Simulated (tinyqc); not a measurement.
RHF in the sto-3g basis, for BH3, spin multiplicity 1, step by step (part 2 of 2). Computed by tinyqc, a small Python program that keeps every step (integrals from PySCF). Command: `OMP_NUM_THREADS=1 python tinyqc.py 27896 27897 out.jsonl` (the two numbers bound the seeds that draw the settings). One thread of a shared host (Intel(R) Xeon(R) Processor @ 2.60GHz), about 0.1 s of CPU time with the checks.

Geometry (angstrom):
```
atom        x        y       z
B      0.0000   0.0000  0.0430
H      1.2870   0.0000  0.0000
H     -0.6430   1.1140  0.0000
H     -0.6430  -1.1140  0.0000
```

## Iteration 2: building the Fock matrix

D after iteration 1, lower triangle:
```
          1B 1s    1B 2s   1B 2px   1B 2py   1B 2pz    2H 1s    3H 1s   4H 1s
1B 1s    2.0437
1B 2s   -0.1415   0.6882
1B 2px   0.0000   0.0002   0.8617
1B 2py   0.0000   0.0000   0.0000   0.8613
1B 2pz   0.0073  -0.0197   0.0000   0.0000   0.0006
2H 1s   -0.1639   0.3258   0.5026   0.0000  -0.0093   0.4907
3H 1s   -0.1640   0.3258  -0.2512   0.4351  -0.0093  -0.0041   0.4909
4H 1s   -0.1640   0.3258  -0.2512  -0.4351  -0.0093  -0.0041  -0.0041  0.4909
```

core Hamiltonian H = T + V (hartree), lower triangle:
```
           1B 1s    1B 2s   1B 2px   1B 2py   1B 2pz    2H 1s    3H 1s    4H 1s
1B 1s   -13.5544
1B 2s    -3.5195  -4.6158
1B 2px    0.0000   0.0001  -3.8727
1B 2py    0.0000   0.0000   0.0000  -3.8729
1B 2pz    0.0016   0.0145   0.0000   0.0000  -3.7161
2H 1s    -0.7033  -1.7508  -1.6337   0.0000   0.0572  -2.9760
3H 1s    -0.7045  -1.7526   0.8173  -1.4160   0.0573  -0.3430  -2.9772
4H 1s    -0.7045  -1.7526   0.8173   1.4160   0.0573  -0.3430  -0.3434  -2.9772
```

nuclear repulsion = 6.878958 hartree

Given earlier and not repeated: Two-electron integrals (ij|kl) in chemists' order.

J_ij = sum D_kl (ij|kl), K_ij = sum D_kl (ik|jl); F = H + J - 0.5 K; E = tr D H + tr D J / 2 - 0.25 tr D K + E_nn.

Coulomb J (hartree), lower triangle:
```
          1B 1s    1B 2s   1B 2px   1B 2py   1B 2pz   2H 1s   3H 1s   4H 1s
1B 1s    9.2978
1B 2s    1.9476   4.3117
1B 2px   0.0000   0.0000   4.3636
1B 2py   0.0000   0.0000   0.0000   4.3636
1B 2pz  -0.0030  -0.0186   0.0000   0.0000   4.1947
2H 1s    0.3842   1.6180   1.6382   0.0000  -0.0582  3.2163
3H 1s    0.3849   1.6197  -0.8196   1.4200  -0.0583  0.2987  3.2174
4H 1s    0.3849   1.6197  -0.8196  -1.4200  -0.0583  0.2987  0.2990  3.2174
```

exchange K (hartree), lower triangle:
```
         1B 1s    1B 2s   1B 2px   1B 2py   1B 2pz   2H 1s   3H 1s   4H 1s
1B 1s   5.8906
1B 2s   1.1270   1.3643
1B 2px  0.0000  -0.0001   1.2065
1B 2py  0.0000   0.0000   0.0000   1.2067
1B 2pz  0.0006  -0.0335   0.0000   0.0000   0.2656
2H 1s   0.2270   0.6908   0.7214   0.0000  -0.0232  1.0805
3H 1s   0.2274   0.6914  -0.3608   0.6251  -0.0232  0.1473  1.0812
4H 1s   0.2274   0.6914  -0.3608  -0.6251  -0.0232  0.1473  0.1474  1.0812
```

Fock matrix F (hartree), lower triangle:
```
          1B 1s    1B 2s   1B 2px   1B 2py  1B 2pz    2H 1s    3H 1s    4H 1s
1B 1s   -7.2019
1B 2s   -2.1354  -0.9863
1B 2px   0.0000   0.0001  -0.1124
1B 2py   0.0000   0.0000   0.0000  -0.1126
1B 2pz  -0.0017   0.0127   0.0000   0.0000  0.3458
2H 1s   -0.4326  -0.4781  -0.3561   0.0000  0.0106  -0.3000
3H 1s   -0.4333  -0.4786   0.1781  -0.3085  0.0106  -0.1180  -0.3004
4H 1s   -0.4333  -0.4786   0.1781   0.3085  0.0106  -0.1180  -0.1181  -0.3004
```

total energy of this density = -25.923300 hartree

This density is a damped mixture and is not idempotent.

## Iteration 2: DIIS over 2 matrices

error matrix X^T (FDS - SDF) X:
```
         1        2        3        4        5        6        7        8
1   0.0000  -0.1867   0.0000   0.0000  -0.0054   0.1010   0.1010   0.1010
2   0.1867   0.0000  -0.0001   0.0000   0.0073   0.0530   0.0529   0.0529
3   0.0000   0.0001   0.0000   0.0000   0.0000   0.2323  -0.1161  -0.1161
4   0.0000   0.0000   0.0000   0.0000   0.0000   0.0000   0.2010  -0.2010
5   0.0054  -0.0073   0.0000   0.0000   0.0000  -0.0057  -0.0057  -0.0057
6  -0.1010  -0.0530  -0.2323   0.0000   0.0057   0.0000   0.0000   0.0000
7  -0.1010  -0.0529   0.1161  -0.2010   0.0057   0.0000   0.0000   0.0000
8  -0.1010  -0.0529   0.1161   0.2010   0.0057   0.0000   0.0000   0.0000
```

B (overlaps of the stored error matrices):
```
               1              2
1  9.2540751e-01  6.5943551e-01
2  6.5943551e-01  4.7158319e-01
```

Minimise |sum c_i e_i|^2 with sum c_i = 1: solve [B -1; -1 0][c; lambda] = [0; -1] with B_ij = tr e_i^T e_j, and take F = sum c_i F_i.

DIIS coefficients: -2.4047  3.4047

extrapolated F (hartree), lower triangle:
```
          1B 1s    1B 2s   1B 2px   1B 2py  1B 2pz    2H 1s    3H 1s    4H 1s
1B 1s   -7.4472
1B 2s   -2.1849  -1.0679
1B 2px   0.0000   0.0001  -0.1626
1B 2py   0.0000   0.0000   0.0000  -0.1629
1B 2pz  -0.0013   0.0096   0.0000   0.0000  0.2320
2H 1s   -0.4433  -0.5050  -0.3803   0.0000  0.0103  -0.3487
3H 1s   -0.4441  -0.5055   0.1902  -0.3295  0.0103  -0.1171  -0.3492
4H 1s   -0.4441  -0.5055   0.1902   0.3295  0.0103  -0.1171  -0.1173  -0.3492
```

## Iteration 2: diagonalisation and new density

X, lower triangle:
```
          1B 1s    1B 2s   1B 2px   1B 2py  1B 2pz    2H 1s    3H 1s   4H 1s
1B 1s    1.0332
1B 2s   -0.1750   1.3335
1B 2px   0.0000  -0.0002   1.1662
1B 2py   0.0000   0.0000   0.0000   1.1665
1B 2pz   0.0012  -0.0105   0.0000   0.0000  1.0004
2H 1s    0.0268  -0.2911  -0.3109   0.0000  0.0101   1.2091
3H 1s    0.0268  -0.2915   0.1556  -0.2696  0.0101  -0.0124   1.2096
4H 1s    0.0268  -0.2915   0.1556   0.2696  0.0101  -0.0124  -0.0125  1.2096
```

overlap S, lower triangle:
```
         1B 1s   1B 2s   1B 2px   1B 2py   1B 2pz   2H 1s   3H 1s   4H 1s
1B 1s   1.0000
1B 2s   0.2693  1.0000
1B 2px  0.0000  0.0000   1.0000
1B 2py  0.0000  0.0000   0.0000   1.0000
1B 2pz  0.0000  0.0000   0.0000   0.0000   1.0000
2H 1s   0.0533  0.4266   0.4534   0.0000  -0.0151  1.0000
3H 1s   0.0533  0.4270  -0.2268   0.3929  -0.0152  0.0810  1.0000
4H 1s   0.0533  0.4270  -0.2268  -0.3929  -0.0152  0.0810  0.0810  1.0000
```

Diagonalise F' = X^T F X, C = X C', fill 4 alpha and 4 beta electrons from the bottom; D = 2 C_occ C_occ^T; the new density keeps 0.7 of the old one (damping). Each column has its largest component positive (the first on a tie).

F' = X^T F X (hartree), lower triangle:
```
         1        2        3        4       5        6        7       8
1  -7.2526
2  -1.1917  -0.2135
3   0.0000  -0.0001   0.1589
4   0.0000   0.0000   0.0000   0.1591
5   0.0000  -0.0064   0.0000   0.0000  0.2326
6  -0.0383  -0.3626  -0.4499   0.0000  0.0124   0.0287
7  -0.0386  -0.3630   0.2251  -0.3899  0.0124  -0.0352   0.0289
8  -0.0386  -0.3630   0.2251   0.3899  0.0124  -0.0352  -0.0353  0.0289
```

orbital energies (hartree): MO1 -7.4527, MO2 -0.6369, MO3 -0.4419, MO4 -0.4417, MO5 0.2317, MO6 0.5828, MO7 0.6646, MO8 0.6651

coefficients C:
```
            MO1      MO2      MO3      MO4      MO5      MO6      MO7      MO8
1B 1s    0.9911  -0.2231   0.0000  -0.0001  -0.0162  -0.2604   0.0008   0.0000
1B 2s    0.0350   0.5817   0.0000   0.0004   0.0700   1.3112  -0.0046   0.0000
1B 2px   0.0000  -0.0003   0.0000   0.5078   0.0000   0.0034   1.1168   0.0000
1B 2py   0.0000   0.0000   0.5078   0.0000   0.0000   0.0000   0.0000   1.1172
1B 2pz  -0.0001  -0.0074   0.0000   0.0000   0.9977  -0.0756   0.0002   0.0000
2H 1s   -0.0059   0.2829   0.0000   0.5250  -0.0248  -0.6900  -0.9012   0.0000
3H 1s   -0.0059   0.2834   0.4544  -0.2622  -0.0248  -0.6861   0.4541  -0.7829
4H 1s   -0.0059   0.2834  -0.4544  -0.2622  -0.0248  -0.6861   0.4541   0.7829
```

D after iteration 2, lower triangle:
```
          1B 1s    1B 2s   1B 2px   1B 2py   1B 2pz    2H 1s    3H 1s   4H 1s
1B 1s    2.0499
1B 2s   -0.1561   0.6855
1B 2px   0.0000   0.0002   0.7579
1B 2py   0.0000   0.0000   0.0000   0.7576
1B 2pz   0.0060  -0.0164   0.0000   0.0000   0.0004
2H 1s   -0.1562   0.3268   0.5117   0.0000  -0.0078   0.5569
3H 1s   -0.1562   0.3268  -0.2557   0.4430  -0.0078  -0.0373   0.5570
4H 1s   -0.1562   0.3268  -0.2557  -0.4430  -0.0078  -0.0373  -0.0373  0.5570
```

## Iteration 52 (converged): orbitals

converged F (hartree), lower triangle:
```
          1B 1s    1B 2s   1B 2px   1B 2py  1B 2pz    2H 1s    3H 1s    4H 1s
1B 1s   -7.4186
1B 2s   -2.1758  -1.0695
1B 2px   0.0000   0.0001  -0.1512
1B 2py   0.0000   0.0000   0.0000  -0.1515
1B 2pz  -0.0008   0.0088   0.0000   0.0000  0.2426
2H 1s   -0.4419  -0.5036  -0.3771   0.0000  0.0092  -0.3440
3H 1s   -0.4426  -0.5040   0.1886  -0.3267  0.0093  -0.1144  -0.3444
4H 1s   -0.4426  -0.5040   0.1886   0.3267  0.0093  -0.1144  -0.1145  -0.3444
```

Diagonalise F' = X^T F X, C = X C', fill 4 alpha and 4 beta electrons from the bottom; D = 2 C_occ C_occ^T. Each column has its largest component positive (the first on a tie).

F' = X^T F X (hartree), lower triangle:
```
         1        2        3        4       5        6        7       8
1  -7.2251
2  -1.1850  -0.2201
3   0.0000  -0.0001   0.1713
4   0.0000   0.0000   0.0000   0.1714
5   0.0006  -0.0068   0.0000   0.0000  0.2432
6  -0.0386  -0.3625  -0.4498   0.0000  0.0116   0.0330
7  -0.0388  -0.3629   0.2250  -0.3899  0.0116  -0.0320   0.0332
8  -0.0388  -0.3629   0.2250   0.3899  0.0116  -0.0320  -0.0320  0.0332
```

orbital energies (hartree): MO1 -7.4239, MO2 -0.6351, MO3 -0.4356, MO4 -0.4354, MO5 0.2423, MO6 0.5839, MO7 0.6718, MO8 0.6722

coefficients C:
```
            MO1      MO2      MO3      MO4      MO5      MO6      MO7      MO8
1B 1s    0.9912  -0.2251   0.0000  -0.0001  -0.0157  -0.2586   0.0008   0.0000
1B 2s    0.0348   0.5918   0.0000   0.0004   0.0686   1.3067  -0.0043   0.0000
1B 2px   0.0000  -0.0003   0.0000   0.5021   0.0000   0.0031   1.1194   0.0000
1B 2py   0.0000   0.0000   0.5021   0.0000   0.0000   0.0000   0.0000   1.1198
1B 2pz  -0.0002  -0.0058   0.0000   0.0000   0.9977  -0.0754   0.0002   0.0000
2H 1s   -0.0058   0.2777   0.0000   0.5296  -0.0253  -0.6919  -0.8987   0.0000
3H 1s   -0.0058   0.2781   0.4584  -0.2645  -0.0253  -0.6884   0.4526  -0.7805
4H 1s   -0.0058   0.2781  -0.4584  -0.2645  -0.0253  -0.6884   0.4526   0.7805
```

D after iteration 52, lower triangle:
```
          1B 1s    1B 2s   1B 2px   1B 2py   1B 2pz    2H 1s    3H 1s   4H 1s
1B 1s    2.0662
1B 2s   -0.1975   0.7028
1B 2px   0.0000   0.0001   0.5042
1B 2py   0.0000   0.0000   0.0000   0.5042
1B 2pz   0.0023  -0.0069   0.0000   0.0000   0.0001
2H 1s   -0.1366   0.3287   0.5317   0.0000  -0.0032   0.7151
3H 1s   -0.1366   0.3286  -0.2657   0.4603  -0.0032  -0.1256   0.7149
4H 1s   -0.1366   0.3286  -0.2657  -0.4603  -0.0032  -0.1256  -0.1256  0.7149
```

## Convergence

Stop when the energy changes by less than 1e-09 hartree and every element of the error matrix X^T (F D S - S D F) X is below 9e-06.

Course of the cycle:
```
iteration  E (hartree)     change  largest element of the error matrix
1           -25.873391          -                             3.30e-01
2           -25.923300  -4.99e-02                             2.32e-01
3           -25.958319  -3.50e-02                             1.65e-01
4           -25.983184  -2.49e-02                             1.16e-01
5           -26.000895  -1.77e-02                             8.09e-02
6           -26.013464  -1.26e-02                             5.66e-02
7           -26.022345  -8.88e-03                             3.96e-02
8           -26.028604  -6.26e-03                             2.78e-02
9           -26.033004  -4.40e-03                             1.94e-02
10          -26.036095  -3.09e-03                             1.36e-02
11          -26.038263  -2.17e-03                             9.52e-03
12          -26.039783  -1.52e-03                             6.66e-03
13          -26.040848  -1.07e-03                             4.66e-03
14          -26.041594  -7.46e-04                             3.27e-03
...                ...        ...                                  ...
39          -26.043337  -1.00e-07                             4.38e-07
40          -26.043337  -7.02e-08                             3.07e-07
41          -26.043337  -4.91e-08                             2.15e-07
42          -26.043337  -3.44e-08                             1.50e-07
43          -26.043337  -2.41e-08                             1.05e-07
44          -26.043337  -1.68e-08                             7.36e-08
45          -26.043337  -1.18e-08                             5.15e-08
46          -26.043337  -8.26e-09                             3.61e-08
47          -26.043337  -5.78e-09                             2.52e-08
48          -26.043337  -4.05e-09                             1.77e-08
49          -26.043337  -2.83e-09                             1.24e-08
50          -26.043337  -1.98e-09                             8.66e-09
51          -26.043337  -1.39e-09                             6.06e-09
52          -26.043337  -9.71e-10                             4.24e-09
```

PySCF RHF in the same basis = -26.043337 hartree

Converged in 52 iterations.

## Populations, bond orders and dipole

Mulliken: Z minus the diagonal of D S on the atom; Loewdin: the same with S^(1/2) D S^(1/2); Mayer order: 2 sum_s sum (D(s) S)_ij (D(s) S)_ji over the two atoms.

Charges (e):
```
atom  Mulliken  Loewdin
1B      0.2064   0.1941
2H     -0.0688  -0.0647
3H     -0.0688  -0.0647
4H     -0.0688  -0.0647
```

Mayer bond orders:
```
pair   order
2-1   0.9867
3-1   0.9867
3-2   0.0043
4-1   0.9867
4-2   0.0043
4-3   0.0043
```

dipole moment about the origin, x y z (debye): -0.0007  0.0000  0.1207
